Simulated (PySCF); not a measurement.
Isomers of C3H7NO, one conformer each; single-point electronic energies without zero-point terms and without any empirical dispersion term.

Level: wB97X-D/pcSseg-2 in PySCF, non-relativistic, each on one gas-phase PBE0-D3(BJ)/def2-TZVP geometry that isn't relaxed in the solvent. The solvent is an IEF-PCM continuum (Bondi radii, 1.10 Å for H, scaled by 1.2). The model holds no explicit solvent molecules, cavitation or dispersion.

```json
{"isomer": "`CCC(N)=O`", "relative energy, gas (kJ/mol)": "0.0", "dipole (D)": "3.82"}
{"isomer": "`N(C(C)=O)C`", "relative energy, gas (kJ/mol)": "21.7", "dipole (D)": "3.92"}
{"isomer": "`CCNC=O`", "relative energy, gas (kJ/mol)": "38.7", "dipole (D)": "4.00"}
```

**Question.** How do the relative energies look in chloroform (ε = 4.711)?

**Answer.** 
```csv
isomer,"relative energy, solvent (kJ/mol)",E(solvent) − E(gas) (kJ/mol),dipole in solvent (D)
`CCC(N)=O`,0.0,-27.7,4.78
`N(C(C)=O)C`,24.6,-24.8,4.91
`CCNC=O`,41.3,-25.1,4.93
```

The order is unchanged. Conformers: `[CH3:1][CH2:2][C:3]([NH2:4])=[O:5]` with C1–C2–C3–N4 171°, C2–C3–N4–H 5° and 175°; `[CH3:1][NH:2][C:3]([CH3:4])=[O:5]` with C1–N2–C3–C4 180°; `[CH3:1][CH2:2][NH:3][CH:4]=[O:5]` with C1–C2–N3–C4 105°, C2–N3–C4–O5 3°. `CCC(N)=O` gains most from the continuum, while `CCNC=O` has the largest gas-phase dipole. The gains span 2.9 kJ/mol, the gas-phase energies 38.7 kJ/mol.
